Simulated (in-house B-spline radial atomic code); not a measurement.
**RPA and G0W0 on SCAN: Kr**

Configuration [Ar] 3d10 4s2 4p6, mean-field start SCAN. Computed with an all-electron radial atomic-structure program (B-spline basis): all electrons, non-relativistic, point nucleus, each spin shell either full or empty, empty states to l = 9 with an (l + 1/2)⁻⁴ tail; G0W0 by contour deformation at full frequency.

Command:
```bash
python run_gw.py task.json out
```
Settings (radii: box in bohr, nucleus in fm):
```
Z                        36
electrons                36
configuration            [Ar] 3d10 4s2 4p6
hamiltonian              nr
method                   scan,scan
lmax                     9
spin_polarised           False
box_radius               40
intervals                56
```

Run time, properties included: 2.8 s on 1 thread of Arm Neoverse N1 (shared host).

Energies (hartree):

| term | value |
| --- | --- |
| mean-field total | -2754.04331 |
| Hartree-Fock functional on these orbitals | -2752.03756 |
| direct second order | -2.9711 |
| second-order exchange | 0.85045 |
| SOSEX correction | 0.78037 |

Question: What is the RPA correlation energy, and what remains with SOSEX?

Answer: RPA gives -2.5683 hartree (-1.94 eV per electron); RPA + SOSEX gives -1.7879, and the second-order doubles -2.1206 hartree (no singles). SOSEX takes back 30 % of the RPA value.

Quasi-particle levels (eV):

```csv
level,occupied,mean field,Σx - vxc,Σc,QP weight,G0W0
4p,yes,-9.689,-4.39,?,?,?
```

G0W0 = mean field + (Σx - vxc) + Σc, with Σc (partial-wave tail included) taken at the quasi-particle energy. Only the outer levels were computed. Levels of low weight are left out.

Question: Where does G0W0 put 4p?

Answer: At -14.025 eV, with Σc = 0.05 eV and a quasi-particle weight of 0.877. The tabulated removal energy is 14.000 eV (NIST, measured); the calculation leaves out relativity, Breit and QED terms, and what these don't explain is the method's own error.
